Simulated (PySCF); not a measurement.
# Core-level binding energies of Si(OH)2H2

Compound: Si(OH)2H2.
Bonds: Si1–O2, Si1–O4. Hydrogens: H6, H7 on Si1; H3 on O2; H5 on O4.

Computed with delta-SCF UKS SCAN, pcX-2 on the ionised atom, pcseg-1 elsewhere, spin-free X2C (PySCF 2.14.0). Vertical ΔSCF values, vacuum level as zero.

**Question.** List the computed XPS lines with their assignment.

**Answer.** 
```csv
atom(s),environment,level,binding energy (eV),2p1/2 (eV),count
Si1,silicon bonded to 2 O and 2 H,Si 1s,1848.09,–,1
O2/O4,oxygen bonded to Si and H,O 1s,538.82,–,2
Si1,silicon bonded to 2 O and 2 H,Si 2p3/2,108.00,108.63,1
```

**Question.** What is the longest wavelength that can ionise Si 2p3/2 of Si1 vertically?

**Answer.** λ = hc/E = 12398.42 eV Å / 108.00 eV = 114.800 Å.

**Question.** Give the binding energy of Si 2p3/2 of Si1 in hartree and in kJ/mol.

**Answer.** 108.00 eV = 3.9689 Eh = 10420 kJ/mol.

One atom of each set of topologically equivalent atoms was ionised and stands for the set; in this conformer not all members are related by symmetry, and their own values weren't computed. Spin–orbit coupling isn't in the SCF: each 2p doublet comes from a relaxed spin-free hole plus a matrix of the shell (mean-field spin–orbit coupling and the ground-state 2p splitting), with 2p3/2 averaged over its two sublevels. 2p1/2 minus 2p3/2 (ligand field included): Si 0.63 eV. Geometry: PBE0-D3(BJ)/def2-SVP, one conformer, isolated molecule.
